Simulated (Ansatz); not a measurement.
Born–Oppenheimer molecular dynamics of BClFH3 (6 atoms, charge 0, multiplicity 1). It starts at the highest image of a converged band, a first-order saddle point between two minima.

These are results of RKS PBE0-D4/def2-SVP in Ansatz, not measurements.

- ensemble: NVE (velocity Verlet)
- time step: 0.5 fs
- steps asked: 200
- starting velocities drawn for: 100 K
- seed: 6799

First frame:

```xyz
6
Properties=species:S:1:pos:R:3
B 0.099 0.279 0.001
F 0.108 -0.121 1.569
Cl 1.581 -0.243 -0.805
H -0.973 0.025 -0.473
H 0.171 1.547 0.359
H 0.163 0.977 1.278
```

Question: How far do the bonds stretch over the last three quarters of this one trajectory? (Pairs bonded in most of those frames.)

Answer: 
```json
{"bond": "B1–Cl3", "mean (Å)": "1.750", "spread (Å)": "0.027", "shortest": "1.71", "longest": "1.79"}
{"bond": "B1–H4", "mean (Å)": "1.203", "spread (Å)": "0.005", "shortest": "1.19", "longest": "1.21"}
{"bond": "B1–H5", "mean (Å)": "1.206", "spread (Å)": "0.017", "shortest": "1.18", "longest": "1.23"}
{"bond": "F2–H6", "mean (Å)": "0.924", "spread (Å)": "0.008", "shortest": "0.91", "longest": "0.94"}
```

Mean temperature of the second half: 628 K. The conserved energy stayed within 0.031 meV per atom of its start (net change 0.018 meV per atom), so the integration is sound. The kinetic energy rose, since the run started high on the potential surface and went downhill. It ends in pieces (BClH2 + FH), so much of that is their flight and rotation, not heat. A run of 0.1 ps of so small a system gives no equilibrium averages. The orbitals stay closed-shell, which can raise the energy where a bond breaks towards radicals; this wasn't checked here.

Time of the run: 9.1 min on 1 thread of Intel(R) Xeon(R) Processor @ 2.50GHz (Skylake/Cascade Lake), on a shared host, peak memory 0.12 GiB.
